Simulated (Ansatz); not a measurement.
## [BH$_{2}$···H···H], doublet: the ladder up to UCCSDT(Q)

All five atoms lie in one plane.

Geometry: a point of a hydrogen-transfer path between rigid fragments, not a stationary point.

```xyz
5

B    -0.1651    0.0000    0.0000
H    -0.7619    1.0336    0.0000
H    -0.7619   -1.0336    0.0000
H     1.2339    0.0000    0.0000
H     2.0609    0.0000    0.0000
```

Basis cc-pVTZ; Ansatz 0.2.0. Only valence electrons are correlated (noble-gas cores frozen), which leaves 7 electrons in 85 orbitals. Prefix R: restricted or restricted open-shell reference; prefix U: unrestricted. Active spaces: pair = (3e, 3o) about the gap; valence = (7e, 8o) chosen from the atoms' valence shells.

Full CI isn't at hand for all of this; UCCSDT(Q) serves as the reference, and is uncertain by about the last step of the cluster series. The frozen core follows each run's orbitals, which can shift R against U totals by a few meV.

```
UHF ⟨S²⟩                          : 0.771
T1 diagnostic (RCCSD)             : 0.0193
largest doubles amplitude (RCCSD) : 0.040
T1 diagnostic (UCCSD)             : 0.0124
```

```json
{"level": "RHF", "E − E(UCCSDT(Q)) (kcal/mol)": "101.73", "share of correlation (%)": "0.00", "wall time": "–"}
{"level": "UHF", "E − E(UCCSDT(Q)) (kcal/mol)": "97.03", "share of correlation (%)": "4.61", "wall time": "–"}
{"level": "RMP2", "E − E(UCCSDT(Q)) (kcal/mol)": "18.20", "share of correlation (%)": "82.11", "wall time": "–"}
{"level": "UMP2", "E − E(UCCSDT(Q)) (kcal/mol)": "18.96", "share of correlation (%)": "81.36", "wall time": "–"}
{"level": "RCCSD", "E − E(UCCSDT(Q)) (kcal/mol)": "2.51", "share of correlation (%)": "97.54", "wall time": "–"}
{"level": "UCCSD", "E − E(UCCSDT(Q)) (kcal/mol)": "2.43", "share of correlation (%)": "97.62", "wall time": "–"}
{"level": "RCCSD(T)", "E − E(UCCSDT(Q)) (kcal/mol)": "0.41", "share of correlation (%)": "99.60", "wall time": "3.1 s"}
{"level": "UCCSD(T)", "E − E(UCCSDT(Q)) (kcal/mol)": "0.43", "share of correlation (%)": "99.58", "wall time": "2.7 s"}
{"level": "BCCD(T)", "E − E(UCCSDT(Q)) (kcal/mol)": "0.42", "share of correlation (%)": "99.58", "wall time": "2.6 s (H100)"}
{"level": "RCCSDT", "E − E(UCCSDT(Q)) (kcal/mol)": "0.05", "share of correlation (%)": "99.95", "wall time": "–"}
{"level": "UCCSDT", "E − E(UCCSDT(Q)) (kcal/mol)": "0.04", "share of correlation (%)": "99.96", "wall time": "–"}
{"level": "RCCSDT(Q)", "E − E(UCCSDT(Q)) (kcal/mol)": "0.01", "share of correlation (%)": "99.99", "wall time": "5.5 s (H100)"}
{"level": "CASSCF (pair space)", "E − E(UCCSDT(Q)) (kcal/mol)": "88.17", "share of correlation (%)": "13.33", "wall time": "–"}
{"level": "NEVPT2 (pair space)", "E − E(UCCSDT(Q)) (kcal/mol)": "18.58", "share of correlation (%)": "81.74", "wall time": "2.1 s (H100)"}
{"level": "MRCISD (pair space)", "E − E(UCCSDT(Q)) (kcal/mol)": "5.22", "share of correlation (%)": "94.87", "wall time": "–"}
{"level": "MRCISD+Q (pair space)", "E − E(UCCSDT(Q)) (kcal/mol)": "0.20", "share of correlation (%)": "99.80", "wall time": "2.3 s (H100)"}
{"level": "CASSCF (valence space)", "E − E(UCCSDT(Q)) (kcal/mol)": "64.87", "share of correlation (%)": "36.24", "wall time": "–"}
{"level": "NEVPT2 (valence space)", "E − E(UCCSDT(Q)) (kcal/mol)": "16.42", "share of correlation (%)": "83.86", "wall time": "4 s"}
{"level": "MRCISD (valence space)", "E − E(UCCSDT(Q)) (kcal/mol)": "3.06", "share of correlation (%)": "96.99", "wall time": "–"}
{"level": "MRCISD+Q (valence space)", "E − E(UCCSDT(Q)) (kcal/mol)": "0.40", "share of correlation (%)": "99.60", "wall time": "4 s (H100)"}
```

The correlation energy at UCCSDT(Q), counted from RHF, is -4.411 eV. That run took 4.8 s on 2 threads of AMD EPYC 7R13 with a shared H100 80 GB, shared host.

Times hold each run's SCF and search for its determinant on a shared host, so for small cases they say little of a method's own cost; rows without a card ran on 1 thread of AMD EPYC 7R13.

Natural occupations of CASSCF (valence space) about the gap: 1.979 1.979 1.975 1.000 0.024 0.018 0.017 0.009; effectively unpaired electrons, Σ n²(2−n)², 1.01.
